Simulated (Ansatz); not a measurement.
bcc Nb was calculated with PBE-D3(BJ) in Ansatz (plane waves, PAW).

Settings: plane-wave cutoff 520 eV, 24×24×24 k mesh, Fermi–Dirac smearing 0.05 eV, no spin polarisation, scalar-relativistic PAW data made under PBE.

Cell (relaxed at this level):

```cif
data_Nb2
_chemical_formula_sum 'Nb2'
_space_group_name_H-M_alt 'Im-3m'
_space_group_IT_number 229
_space_group_name_Hall '-I 4 2 3'
_cell_length_a 3.26578
_cell_length_b 3.26578
_cell_length_c 3.26578
_cell_angle_alpha 90.000
_cell_angle_beta 90.000
_cell_angle_gamma 90.000
loop_
_atom_site_label
_atom_site_type_symbol
_atom_site_symmetry_multiplicity
_atom_site_Wyckoff_symbol
_atom_site_fract_x
_atom_site_fract_y
_atom_site_fract_z
_atom_site_occupancy
Nb1 Nb 2 a 0.00000 0.00000 0.00000 1
```
(The calculation used a cell of 1 atom; values per cell refer to that cell.)

Predict the bulk modulus and pressure derivative B′ of the bulk modulus.


- bulk modulus: 181 GPa
- pressure derivative B′ of the bulk modulus: 3.8

The run finds no gap.

Measured, for comparison: bulk modulus 173 GPa (0 K value with the zero-point phonon effect removed; as tabulated in Mejia-Rodriguez and Trickey (2018), arXiv:1807.09216). Computed (rounded) less measured: bulk modulus +5 %.

Static lattice: no zero-point or thermal effects.

Cost on a shared machine: roughly 30 core-seconds.

Ansatz is a first-principles code.
